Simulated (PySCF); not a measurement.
## Dipole moment and polarisability across levels of theory

Species: alpha-epichlorohydrin, C3H5ClO.
Numbering: `[Cl:1][CH2:2][C@@H:3]1[CH2:4][O:5]1` (hydrogens: H6, H7 on C2; H8 on C3; H9, H10 on C4)

PySCF, dipoles from the SCF density, polarisabilities from static response with core orbitals frozen. Geometry: PBE0-D3(BJ)/def2-SVP, one conformer, isolated molecule.

The anisotropy is √(½[(α1 − α2)² + (α2 − α3)² + (α3 − α1)²]).

| level | μ (D) | α (Å³) | anisotropy (Å³) |
| --- | --- | --- | --- |
| LDA/def2-SVPD | 0.520 | 8.28 | 2.39 |
| PBE/def2-SVPD | 0.535 | 8.22 | 2.39 |
| B3LYP/def2-SVPD | 0.523 | 7.98 | 2.25 |
| PBE0/def2-SVPD | 0.535 | 7.88 | 2.22 |
| BHandHLYP/def2-SVPD | 0.542 | 7.69 | 2.12 |
| CAM-B3LYP/def2-SVPD | 0.525 | 7.85 | 2.15 |
| wB97X-D/def2-SVPD | 0.541 | 7.81 | 2.14 |
| LC-wPBE/def2-SVPD | 0.531 | 7.64 | 2.06 |
| HF/def2-SVPD | 0.578 | 7.43 | 2.01 |
| PBE0/6-31G* | 0.583 | 6.19 | 2.09 |
| PBE0/def2-SVP | 0.481 | 6.17 | 1.89 |
| PBE0/def2-TZVP | 0.506 | 7.30 | 2.26 |

The dipole runs from 0.48 D (PBE0/def2-SVP) to 0.58 D (PBE0/6-31G*). No reference polarisability is at hand; against PBE0 in the largest diffuse basis at hand (def2-SVPD) the other PBE0 rows deviate by 6-31G* -21%, def2-SVP -22%, def2-TZVP -7%. In one basis (def2-SVPD) the functionals order the polarisability from HF (lowest) to LDA (highest), a spread of 12%. With PBE0 the polarisability is 6.55 Å³ without diffuse functions (mean of 6-31G*, def2-SVP and def2-TZVP) and 7.88 Å³ with them (def2-SVPD).
